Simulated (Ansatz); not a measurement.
**Rhombohedral A7 Sb**

Calculation: PBEsol (plane waves, PAW; Ansatz, an electronic-structure program).

Numerical settings: plane-wave cutoff 520 eV, 18×18×18 k mesh, Fermi–Dirac smearing 0.08 eV (set by the program), scalar-relativistic PAW data made under PBE.

Cell: measured lattice: a = b = 4.308 Å, c = 11.274 Å, α = β = 90.00°, γ = 120.00°.

| Property | Result |
|---|---|
| elastic constant C11 | 89.7 GPa |
| elastic constant C12 | 24.3 GPa |
| elastic constant C13 | 24.9 GPa |
| elastic constant C33 | 43.4 GPa |
| elastic constant C44 | 35.7 GPa |
| elastic constant C66 | 32.7 GPa |
| Voigt–Reuss–Hill bulk modulus | 38.9 GPa |
| Voigt–Reuss–Hill shear modulus (Hill average) | 25.4 GPa |
| Young modulus | 62.6 GPa |
| Poisson ratio | 0.232 |

Note: the cell isn't this level's own, so it is under some stress, which shifts stiffness and frequencies.

Elastic constants are with the ions relaxed.

Spin–orbit coupling is not included.

The result took around 40 core-minutes (rough).
